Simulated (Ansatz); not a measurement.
Two isomers of C3H5NO: A = `CC1(O)C=N1`, B = `N=C1CCO1`.

Calculated with Ansatz (gas phase, PBE0-D4/def2-TZVP geometries, no zero-point term in ΔE). CCSD(T)/CBS is the MP2 limit (def2-TZVPP, def2-QZVPP) plus CCSD(T) − MP2 in def2-TZVPP, frozen cores. Functionals use def2-TZVPP. B3LYP here is the variant with VWN-RPA as its local correlation; programs differ in this. One conformer a species, not always the lowest.

Q: Which is lower in electronic energy at CCSD(T)/CBS, and by how much? (An estimate is asked.)

A: Computed: B, by 21.6 kcal/mol.

Q: Give E(B) − E(A) in kcal/mol with CCSD/def2-TZVPP, MP2/def2-TZVPP, ωB97M-V, B3LYP, CCSD(T)/def2-SVP, PBE-D4, CCSD(T)/def2-TZVPP. (Best estimate.)

A: Computed: CCSD/def2-TZVPP -22.9, MP2/def2-TZVPP -20.9, ωB97M-V -23.4, B3LYP -24.5, CCSD(T)/def2-SVP -21.3, PBE-D4 -24.6, CCSD(T)/def2-TZVPP -22.6. None reverses the order clearly.

Q: Does the order hold for the free energy at 298.15 K (harmonic terms from PBE0-D4)? (An estimate is asked.)

A: Ansatz gave: Yes: G(B) − G(A) = -19.0 kcal/mol, for one conformer each.

Largest T1 diagnostic: 0.014.

In def2-TZVPP, CCSD(T) changes the Hartree–Fock value by +2.6 kcal/mol (the triples alone add +0.3 kcal/mol) and MP2 by +4.3 kcal/mol. From BLYP to BHLYP (50 % exact exchange), in def2-TZVPP and without D4, E(B) − E(A) moves by −0.8 kcal/mol.
